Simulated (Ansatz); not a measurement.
Geometry optimisation, RKS PBE/cc-pVDZ in Ansatz 0.2.0.

The input (input.yaml):

```yaml
crystal:
  periodic: [false, false, false]
  atoms:
    - { symbol: Al, position_ang: [0.066306, 0.317241, -0.091184] }
    - { symbol: H, position_ang: [-0.008801, 0.148345, 1.476962] }
    - { symbol: H, position_ang: [1.466473, 0.690561, -0.778576] }
    - { symbol: H, position_ang: [-1.296585, 0.233462, -0.937042] }
    - { symbol: O, position_ang: [0.155518, -2.471666, 0.894234] }
    - { symbol: H, position_ang: [-0.77931, -2.72835, 0.752005] }
    - { symbol: H, position_ang: [0.067698, -1.714694, 1.5376] }
basis:
  gaussian: { orbitals: cc-pVDZ }
hamiltonian:
  xc: pbe
relax:
  f_tol: 0.03
  max_steps: 50
```

Command:

```bash
$ ansatz run input.yaml --threads 1 --pin off --max-ram 2048MiB --backend cpu --events-out ev --progress --plain --runs-dir out
```

Problem. Where does it end, and by what steps?

Solution. The forces met the threshold. After 7 steps the energy has fallen by 0.633 eV; O5 moved furthest, 0.57 Å. Joined: Al1–O5 (2.96 → 2.10 Å).

```csv
step,energy less start (eV),largest force component (eV/Å),accepted
0,0.0000,0.844,yes
1,-0.1455,1.017,yes
2,-0.3551,1.385,yes
3,-0.5206,0.453,yes
4,-0.5851,0.578,yes
5,-0.6136,0.588,yes
6,-0.6244,0.186,yes
7,-0.6328,0.010,yes
```

```xyz
7
Properties=species:S:1:pos:R:3
Al 0.044 0.061 0.090
H -0.060 0.640 1.600
H 1.422 0.262 -0.718
H -1.334 -0.099 -0.750
O 0.151 -1.955 0.659
H -0.651 -2.417 0.337
H 0.100 -2.017 1.635
```

Whether the end is a true minimum wasn't checked by a vibrational analysis.

The run took 10 s on 1 thread of Arm Neoverse V2, with other jobs on the host, peak memory 0.1 GiB.
